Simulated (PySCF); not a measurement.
Compound: C6H7 (charge +1).
SMILES with atom numbers: `[CH:1]1=[CH:2][CH+:3][CH2:4][CH:5]=[CH:6]1` (hydrogens: H7 on C1; H8 on C2; H9 on C3; H10, H11 on C4; H12 on C5; H13 on C6)

Geometry (PBE0-D3(BJ)/def2-SVP, Å), atoms numbered from 1 in this order:
```xyz
13
C6H7 angstrom
C      1.418    0.437   -0.266
C      1.149   -0.942   -0.145
C     -0.138   -1.350    0.093
C     -1.219   -0.375    0.223
C     -0.875    1.039    0.081
C      0.419    1.425   -0.157
H      2.449    0.754   -0.455
H      1.961   -1.666   -0.241
H     -0.381   -2.413    0.192
H     -2.055   -0.636   -0.467
H     -1.742   -0.532    1.196
H     -1.675    1.781    0.172
H      0.682    2.480   -0.261
```

Computed with core-valence-separated Tamm–Dancoff BHandHLYP/aug-pcX-1 (pcseg-1 on H) in PySCF, non-relativistic, gas phase, PBE0-D3(BJ)/def2-SVP geometry. Absolute energies from this functional tend to lie a few eV below measured edges; no shift was applied.

Q: What does the C 1s absorption edge look like?

A: 
```tsv
E (eV)	f	core hole on	main final orbital	polarisation
281.17	0.0572	C1	LUMO (86 %)	normal to the local trigonal plane
281.27	0.1466	C3/C5	LUMO (2 roots, f summed)	–
282.36	0.0006	C2/C6	LUMO (2 roots, f summed)	–
282.57	0.0030	C4	LUMO (98 %)	–
283.31	0.1281	C2/C6	LUMO+1 (2 roots, f summed)	–
285.81	0.0000	C4	LUMO+1 (99 %)	–
285.95	0.0146	C3/C5	LUMO+1 (2 roots, f summed)	–
286.72	0.0000	C1	LUMO+1 (99 %)	–
287.02	0.0218	C4	LUMO+2 (69 %)	–
287.37	0.0356	C2/C6	LUMO+2 (2 roots, f summed)	–
287.43	0.0441	C4	LUMO+5 (63 %)	–
288.11	0.0417	C3/C5	LUMO+2 (2 roots, f summed)	–
288.35	0.0179	C2/C6	LUMO+9 (2 roots, f summed)	–
288.43	0.0239	C1	LUMO+3 (45 %)	in the local trigonal plane
288.56	0.0127	C2/C6	LUMO+2 (2 roots, f summed)	–
288.96	0.0164	C1	LUMO+9 (45 %)	normal to the local trigonal plane
289.06	0.0007	C2/C6	LUMO+3 (2 roots, f summed)	–
289.09	0.0046	C4	LUMO+4 (49 %)	–
```

The first line with a tenth or more of the strongest one's intensity is at 281.17 eV (f = 0.057), with the hole on C1 (carbon bonded to 2 C and H), polarised normal to the local trigonal plane. The strongest listed is at 281.27 eV (f = 0.147, sum of 2; C3/C5).

Roots within 0.03 eV whose holes lie on the same, on equivalent or on shared atoms are summed into one line, and the highest roots are left out, as the search may have cut off their partners. Final orbitals are the ground state's empty Kohn–Sham orbitals. A dash: too weak, shared between unlike atoms, or no plane or axis to refer to.

Q: What are the wavelength and the wavenumber of the 288.43 eV line?

A: λ = 12398.42 eV Å/288.43 eV = 42.986 Å; 2.3263 × 10⁶ cm⁻¹.

Only the lowest roots of each edge were sought.
